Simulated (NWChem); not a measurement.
Program: NWChem. System: disulfur (S2), charge 0, spin multiplicity 3, at a geometry optimised with UPBE0/def2-SVP. Its SCF solution wasn't tested for a lower state. Level: URI-MP2/cc-pVTZ, 10 core orbitals frozen.

Job file:

```
start mol
memory heap 200 mb stack 800 mb global 1000 mb
geometry units angstroms nocenter noautoz
  S      0.000000     0.000000     0.951971
  S      0.000000     0.000000    -0.951971
  symmetry group D2h
end
basis spherical
  * library cc-pvtz
end
basis "ri-mp2 basis" spherical
  * library cc-pvtz-ri
end
scf
  uhf
  nopen 2
  maxiter 100
  thresh 1e-7
  semidirect memsize 60000000 filesize 0
  # guess.movecs holds the orbitals of an unrestricted PBE0 run
  vectors input guess.movecs output mol.movecs
end
mp2
  freeze core 10
end
task rimp2 energy
```

Output (cleaned and shortened):

```
             Northwest Computational Chemistry Package (NWChem) 7.3.0
             --------------------------------------------------------

                                NWChem Input Module
                                -------------------

 Scaling coordinates for geometry "geometry" by  1.889725989
 (inverse scale =  0.529177249)

 Turning off AUTOSYM since
 SYMMETRY directive was detected!

                             Geometry "geometry" -> ""
                             -------------------------

 Output coordinates in angstroms (scale by  1.889725989 to convert to a.u.)

  No.       Tag          Charge          X              Y              Z
 ---- ---------------- ---------- -------------- -------------- --------------
    1 S                   16.0000     0.00000000     0.00000000     0.95197100
    2 S                   16.0000     0.00000000     0.00000000    -0.95197100

 Effective nuclear repulsion energy (a.u.)      71.1520496653

            Nuclear Dipole moment (a.u.)
            ----------------------------
        X                 Y               Z
 ---------------- ---------------- ----------------
     0.0000000000     0.0000000000     0.0000000000

      Symmetry information
      --------------------

 Group name             D2h
 Group number             26
 Group order               8
 No. of unique centers     1

      Symmetry unique atoms

     1


 Summary of "ao basis" -> "" (spherical)
 ------------------------------------------------------------------------------
       Tag                 Description            Shells   Functions and Types
 ---------------- ------------------------------  ------  ---------------------
 *                          cc-pvtz                   on all atoms

 Summary of "ri-mp2 basis" -> "" (spherical)
 ------------------------------------------------------------------------------
       Tag                 Description            Shells   Functions and Types
 ---------------- ------------------------------  ------  ---------------------
 *                         cc-pvtz-ri                 on all atoms

 Summary of "ao basis" -> "ao basis" (spherical)
 ------------------------------------------------------------------------------
       Tag                 Description            Shells   Functions and Types
 ---------------- ------------------------------  ------  ---------------------
 S                          cc-pvtz                 12       34   5s4p2d1f

                                 NWChem SCF Module
                                 -----------------

  ao basis        = "ao basis"
  functions       =    68
  atoms           =     2
  alpha electrons =    17
  beta  electrons =    15
  charge          =   0.00
  wavefunction    = UHF
  use symmetry    = T
  symmetry adapt  = T

 Summary of "ao basis" -> "ao basis" (spherical)
 ------------------------------------------------------------------------------
       Tag                 Description            Shells   Functions and Types
 ---------------- ------------------------------  ------  ---------------------
 S                          cc-pvtz                 12       34   5s4p2d1f

      Symmetry analysis of basis
      --------------------------

        ag         15
        au          3
        b1g         3
        b1u        15
        b2g         8
        b2u         8
        b3g         8
        b3u         8

 Forming initial guess at       0.1s

   Symmetry analysis of molecular orbitals - initial alpha
   -------------------------------------------------------

  Numbering of irreducible representations:

     1 ag          2 au          3 b1g         4 b1u         5 b2g
     6 b2u         7 b3g         8 b3u

  Orbital symmetries:

     1 b1u         2 ag          3 ag          4 b1u         5 b3u
     6 b2u         7 b2g         8 b3g         9 ag         10 b1u
    11 ag         12 b1u        13 ag         14 b2u        15 b3u
    16 b2g        17 b3g        18 b1u        19 ag         20 b2u
    21 b3u        22 b1u        23 ag         24 b1g        25 ag
    26 b3u        27 b2u

   Symmetry analysis of molecular orbitals - initial beta
   ------------------------------------------------------

  Numbering of irreducible representations:

     1 ag          2 au          3 b1g         4 b1u         5 b2g
     6 b2u         7 b3g         8 b3u

  Orbital symmetries:

     1 b1u         2 ag          3 ag          4 b1u         5 ag
     6 b1u         7 b2u         8 b3u         9 b2g        10 b3g
    11 ag         12 b1u        13 ag         14 b2u        15 b3u
    16 b2g        17 b3g        18 b1u        19 ag         20 b3u
    21 b2u        22 b1u        23 ag         24 b1g        25 ag
    26 b3u        27 b2u

 Starting SCF solution at       0.1s

 ----------------------------------------------
         Quadratically convergent UHF

 Convergence threshold     :          1.000E-07
 Maximum no. of iterations :          100
 Integral*density screening:          1.000E-09
 ----------------------------------------------

              iter       energy          gnorm     gmax       time
             ----- ------------------- --------- --------- --------
                 1     -795.0834801231  5.16D-01  1.37D-01      1.6
                 2     -795.0949630119  5.76D-02  1.82D-02      1.7
                 3     -795.0961620828  1.63D-03  7.03D-04      1.7
                 4     -795.0961630042  9.16D-07  2.80D-07      1.8
                 5     -795.0961630042  4.02D-09  1.32D-09      1.9

       Final UHF  results
       ------------------

         Total SCF energy =   -795.096163004234
[...]
                     -----------------------------------------

 Vector   13  Occ=1.000000D+00  E=-4.927623D-01  Symmetry=ag
              MO Center= -1.6D-18, -5.8D-17,  6.5D-16, r^2= 2.7D+00
   Bfn.  Coefficient  Atom+Function         Bfn.  Coefficient  Atom+Function
  ----- ------------  ---------------      ----- ------------  ---------------
    11      0.385028  1 S  pz                45     -0.385028  2 S  pz
     5      0.223388  1 S  s                 39      0.223388  2 S  s
    17      0.167834  1 S  pz                51     -0.167834  2 S  pz
    14      0.153224  1 S  pz                48     -0.153224  2 S  pz

 Vector   14  Occ=1.000000D+00  E=-4.089621D-01  Symmetry=b2u
              MO Center=  1.5D-14, -1.8D-16, -1.6D-16, r^2= 2.0D+00
   Bfn.  Coefficient  Atom+Function         Bfn.  Coefficient  Atom+Function
  ----- ------------  ---------------      ----- ------------  ---------------
    10      0.343489  1 S  py                44      0.343489  2 S  py
    16      0.235536  1 S  py                50      0.235536  2 S  py

 Vector   15  Occ=1.000000D+00  E=-4.089621D-01  Symmetry=b3u
              MO Center=  1.1D-15,  3.2D-15, -1.5D-16, r^2= 2.0D+00
   Bfn.  Coefficient  Atom+Function         Bfn.  Coefficient  Atom+Function
  ----- ------------  ---------------      ----- ------------  ---------------
     9      0.343489  1 S  px                43      0.343489  2 S  px
    15      0.235536  1 S  px                49      0.235536  2 S  px

 Vector   16  Occ=0.000000D+00  E= 9.820078D-03  Symmetry=b3g
              MO Center= -6.7D-16, -5.0D-17,  2.0D-16, r^2= 3.1D+00
   Bfn.  Coefficient  Atom+Function         Bfn.  Coefficient  Atom+Function
  ----- ------------  ---------------      ----- ------------  ---------------
    16      0.526041  1 S  py                50     -0.526041  2 S  py
    10      0.321768  1 S  py                44     -0.321768  2 S  py
    13      0.152815  1 S  py                47     -0.152815  2 S  py

 Vector   17  Occ=0.000000D+00  E= 9.820078D-03  Symmetry=b2g
              MO Center=  1.0D-21, -2.4D-33, -6.6D-17, r^2= 3.1D+00
   Bfn.  Coefficient  Atom+Function         Bfn.  Coefficient  Atom+Function
  ----- ------------  ---------------      ----- ------------  ---------------
    15      0.526041  1 S  px                49     -0.526041  2 S  px
     9      0.321768  1 S  px                43     -0.321768  2 S  px
    12      0.152815  1 S  px                46     -0.152815  2 S  px

 Vector   18  Occ=0.000000D+00  E= 1.537179D-01  Symmetry=b1u
              MO Center= -2.3D-17, -1.1D-17,  3.3D-16, r^2= 5.3D+00
   Bfn.  Coefficient  Atom+Function         Bfn.  Coefficient  Atom+Function
  ----- ------------  ---------------      ----- ------------  ---------------
     5      1.616277  1 S  s                 39     -1.616277  2 S  s
    17     -1.471575  1 S  pz                51     -1.471575  2 S  pz
    11     -0.333950  1 S  pz                45     -0.333950  2 S  pz

 center of mass
 --------------
 x =   0.00000000 y =   0.00000000 z =   0.00000000

 moments of inertia (a.u.)
 ------------------
         206.940674176105           0.000000000000           0.000000000000
           0.000000000000         206.940674176105           0.000000000000
           0.000000000000           0.000000000000           0.000000000000

  Mulliken analysis of the total density
  --------------------------------------

    Atom       Charge   Shell Charges
 -----------   ------   -------------------------------------------------------
    1 S   16    16.00   2.00  1.90  1.16  0.19  0.65  5.81  2.31  0.78  1.06  0.10  0.03  0.01
    2 S   16    16.00   2.00  1.90  1.16  0.19  0.65  5.81  2.31  0.78  1.06  0.10  0.03  0.01

  Mulliken analysis of the alpha density
  --------------------------------------

    Atom       Charge   Shell Charges
 -----------   ------   -------------------------------------------------------
    1 S   16     8.50   1.00  0.95  0.60  0.09  0.32  2.91  1.48  0.49  0.61  0.04  0.02  0.00
    2 S   16     8.50   1.00  0.95  0.60  0.09  0.32  2.91  1.48  0.49  0.61  0.04  0.02  0.00

   Mulliken analysis of the beta density
   -------------------------------------

    Atom       Charge   Shell Charges
 -----------   ------   -------------------------------------------------------
    1 S   16     7.50   1.00  0.95  0.56  0.09  0.33  2.90  0.83  0.30  0.45  0.06  0.02  0.01
    2 S   16     7.50   1.00  0.95  0.56  0.09  0.33  2.90  0.83  0.30  0.45  0.06  0.02  0.01

   Mulliken analysis of the spin density
   -------------------------------------

    Atom       Charge   Shell Charges
 -----------   ------   -------------------------------------------------------
    1 S   16     1.00   0.00  0.00  0.04 -0.00 -0.02  0.00  0.65  0.19  0.16 -0.02 -0.00 -0.00
    2 S   16     1.00   0.00  0.00  0.04 -0.00 -0.02  0.00  0.65  0.19  0.16 -0.02 -0.00 -0.00

       Multipole analysis of the density wrt the origin
       ------------------------------------------------

     L   x y z        total         alpha         beta         nuclear
     -   - - -        -----         -----         ----         -------
     0   0 0 0     -0.000000    -17.000000    -15.000000     32.000000

     1   1 0 0     -0.000000     -0.000000     -0.000000      0.000000
     1   0 1 0     -0.000000      0.000000     -0.000000      0.000000
     1   0 0 1     -0.000000     -0.000000     -0.000000      0.000000

     2   2 0 0    -19.394489    -11.410035     -7.984454      0.000000
     2   1 1 0     -0.000000      0.000000     -0.000000      0.000000
     2   1 0 1     -0.000000     -0.000000     -0.000000      0.000000
     2   0 2 0    -19.394489    -11.410035     -7.984454      0.000000
     2   0 1 1      0.000000      0.000000      0.000000      0.000000
     2   0 0 2    -17.928482    -66.163840    -55.325369    103.560726

                               NWChem RI-MP2 Module
                               --------------------

 Summary of "ri-mp2 basis" -> "ri-mp2 basis" (spherical)
 ------------------------------------------------------------------------------
       Tag                 Description            Shells   Functions and Types
 ---------------- ------------------------------  ------  ---------------------
 S                         cc-pvtz-ri               32      122   10s8p7d5f2g

 SCF Reference Information:
            File: './mol.movecs'
           Title: ''
    Size (AOxMO):     68 x (     68,     68)
       Total Occ:                17.00,  15.00
 RI-MP2 Calculation Information:
          Nr. of AO basis functions:         68
     Nr. of fitting basis functions:        244
               Nr. of MO spin cases:          2
        Nr. of MOs to be correlated:         58         58
     Nr. of occupied MOs correlated:          7          5
      Nr. of virtual MOs correlated:         51         53

          RI integral approximation: 'V'
    Threshold for Schwarz screening:  1.000E-09
 Smallest eigenvalue retained in fit  1.000E-08
    Type of storage for MO integrals 'EAF library'

 Transformation block size    7, requiring     1 integral passes.
 XForm_3cInts: Completed     1:    7 pass.
 Transformation block size    5, requiring     1 integral passes.
 XForm_3cInts: Completed     1:    5 pass.
 Energy evaluation using block sizes     7    7
 RIMP2_V_E2: Approx. ints. done (    1:    7,    1:    7)
 RIMP2_V_E2: Copy to B done (    1:    7,    1:    7)
 RIMP2_V_E2: Denominators done (    1:    7,    1:    7)
 RIMP2_V_E2: Completed block (    1:    7,    1:    7)
 RIMP2_V_E2: Approx. ints. done (    1:    7,    1:    5)
 RIMP2_V_E2: Copy to B done (    1:    7,    1:    5)
 RIMP2_V_E2: Denominators done (    1:    7,    1:    5)
 RIMP2_V_E2: Completed block (    1:    7,    1:    5)
 RIMP2_V_E2: Approx. ints. done (    1:    5,    1:    5)
 RIMP2_V_E2: Copy to B done (    1:    5,    1:    5)
 RIMP2_V_E2: Denominators done (    1:    5,    1:    5)
 RIMP2_V_E2: Completed block (    1:    5,    1:    5)

          -------------------------------------------
          SCF energy                -795.096163004234
          Correlation energy          -0.312957225499
          Total MP2 energy          -795.409120229734
          -------------------------------------------

 -----------------------
 Performance information
 -----------------------

 Timer overhead =  2.29D-07 seconds/call

               Nr. of calls         CPU time (s)                 Wall time (s)                GFlops
             ---------------    -------------------     ------------------------------   -------------------
Name         Min   Avg   Max    Min     Avg     Max     Min     Avg     Max   Mx/calls   Min     Max     Sum
Overall       1     1     1    3.0     3.0     3.0      3.0     3.0     3.0     3.0      0.0     0.0     0.0
3c integr     2     2     2   0.90    0.90    0.90     0.90    0.90    0.90    0.45      0.0     0.0     0.0
Energy        1     1     1   4.68E-2 4.68E-2 4.68E-2  4.68E-2 4.68E-2 4.68E-2 4.68E-2   0.0     0.0     0.0
3c integr     2     2     2   0.89    0.89    0.89     0.89    0.89    0.89    0.45      0.0     0.0     0.0
First 2/3     6     6     6   5.59E-3 5.59E-3 5.59E-3  5.59E-3 5.59E-3 5.59E-3 9.32E-4   0.0     0.0     0.0
Final 1/3     2     2     2   4.63E-3 4.63E-3 4.63E-3  4.63E-3 4.63E-3 4.63E-3 2.31E-3   0.0     0.0     0.0
Write 3c      2     2     2   2.05E-3 2.05E-3 2.05E-3  2.05E-3 2.05E-3 2.05E-3 1.02E-3   0.0     0.0     0.0
Read 3c i     3     3     3   7.70E-4 7.70E-4 7.70E-4  7.70E-4 7.70E-4 7.70E-4 2.57E-4   0.0     0.0     0.0
Fitting b     1     1     1   5.55E-2 5.55E-2 5.55E-2  5.55E-2 5.55E-2 5.55E-2 5.55E-2   0.0     0.0     0.0
Schwarz i     1     1     1   3.75E-2 3.75E-2 3.75E-2  3.75E-2 3.75E-2 3.75E-2 3.75E-2   0.0     0.0     0.0
Form 4ci      3     3     3   7.84E-3 7.84E-3 7.84E-3  7.84E-3 7.84E-3 7.84E-3 2.61E-3   0.0     0.0     0.0
Form A &      3     3     3   3.58E-2 3.58E-2 3.58E-2  3.58E-2 3.58E-2 3.58E-2 1.19E-2   0.0     0.0     0.0
Denominat     3     3     3   2.41E-4 2.41E-4 2.41E-4  2.41E-4 2.41E-4 2.41E-4 8.03E-5   0.0     0.0     0.0
Pair Ener     3     3     3   1.20E-3 1.20E-3 1.20E-3  1.20E-3 1.20E-3 1.20E-3 4.00E-4   0.0     0.0     0.0

 The average no. of pstat calls per process was 3.30D+01
 with a timing overhead of 7.57D-06s

 Task  times  cpu:        3.0s     wall:        3.0s

 Total times  cpu:        3.1s     wall:        3.1s
```
